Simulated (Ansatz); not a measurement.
Relative stability

The two ends of one reaction step of SiNH5S, closed shell (PBE0-D4/def2-TZVP).

A:

Si1  (-0.580, -0.238, -0.107)
N2  (0.075, 1.032, 0.832)
S3  (0.573, -0.942, -1.777)
H4  (1.572, -1.442, -1.030)
H5  (-1.824, 0.215, -0.772)
H6  (-0.819, -1.355, 0.838)
H7  (0.321, 1.912, 0.409)
H8  (0.681, 0.818, 1.607)
(Å)

B:

Si1  (-0.690, -0.641, -0.370)
N2  (0.605, 0.615, 0.400)
S3  (0.170, -1.326, -2.012)
H4  (1.468, 0.096, 0.545)
H5  (-1.833, 0.322, -0.384)
H6  (-0.853, -1.458, 0.871)
H7  (0.798, 1.314, -0.314)
H8  (0.335, 1.077, 1.266)
(Å)

Ansatz 0.2.0; basis: def2-TZVPP; cores frozen in the correlated methods. B3LYP uses VWN-RPA correlation.

**Question.** Which structure is lower at CCSD(T), and by how much? (Judge from chemistry; the value comes from the calculation.)

**Answer.** Computed: A, by 11.97 kcal/mol (electronic energy, against the other). By their contacts, A is SiNH₅S ([NH2][SiH2][SH]) and B is SiNH₅S ([NH3][SiH2][S]).

All methods give the same order:

| method | E(B) − E(A) (kcal/mol) |
| --- | --- |
| SPW92 | 10.49 |
| PBE-D4 | 10.50 |
| BLYP-D4 | 11.77 |
| r2SCAN-D4 | 11.04 |
| B97M-V | 9.83 |
| PBE0-D4 | 11.14 |
| B3LYP-D4 | 12.33 |
| r2SCAN0-D4 | 11.42 |
| BHLYP-D4 | 13.04 |
| CAM-B3LYP-D4 | 13.51 |
| wB97X-V | 13.05 |
| wB97M-V | 12.21 |
| B2PLYP | 12.03 |
| PBE-QIDH | 11.38 |
| RPA on PBE | 12.78 |
| HF | 13.77 |
| MP2 | 11.14 |
| CCSD | 12.66 |
| CCSD(T) | 11.97 |

The T1 diagnostic stays at or below 0.012.

Labels in which every atom is bracketed show which atoms are joined, not bond orders.

For scale, one of the runs: CCSD(T)/def2-TZVPP, 185 basis functions (an equivalent command: `ansatz run in.yaml --threads 2`). Hardware: 2 CPU threads, shared host. Wall time 33 s; peak host memory 1.7 GiB.
